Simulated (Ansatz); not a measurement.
SnF$_{4}$ (I4/mmm)

Method: DFT PBEsol, scalar-relativistic, plane waves, PAW (Ansatz).

Cutoff 420 eV; k points 8×8×8 on the computed 5-atom cell (Γ-centred); Gaussian smearing, width 0.02 eV; no spin polarisation.

The structure is relaxed at this level of theory with its symmetry kept. Whether it is the stable form of this composition wasn't checked.

```
Sn F
1.0
    -2.05257    2.05257    4.07814
     2.05257   -2.05257    4.07814
     2.05257    2.05257   -4.07814
Sn F
1 4
Direct
  0.00000 0.00000 0.00000
  0.23156 0.23156 0.00000
  0.76844 0.76844 0.00000
  0.50000 0.00000 0.50000
  0.00000 0.50000 0.50000
```

| Property | Result |
| --- | --- |
| Space group | I4/mmm (No. 139) |
| Volume per atom | 92.8 bohr³ |
| Formation energy from the elements' standard states (uncorrected) | -2.375 eV/atom |
| Kohn–Sham band gap | 3.29 eV, indirect from X to Γ |
| Löwdin character of the top 1 eV of the valence band | F 2p 99 % |
| Löwdin character of the lowest 1 eV of the conduction band | Sn 5s 54 %, F 2p 31 %, F 2s 9 % |
| Electron masses at the edge by Cartesian direction of the standard setting (m_e; degenerate bands sorted by energy; no spin-orbit coupling) | x: 0.57; y: 0.57; z: 0.71 |
| Hole masses at the edge by Cartesian direction of the standard setting (m_e; degenerate bands sorted by energy; no spin-orbit coupling) | x: 2.6; y: 2.6; z: 5.1 |
| Bader charges (e) | Sn (1 in the cell) 2.72, F (2 in the cell) -0.65, F (2 in the cell) -0.72 |

Cost: 8 runs of about 5.8 core-minutes in all, on Arm Neoverse V1 (shared hosts).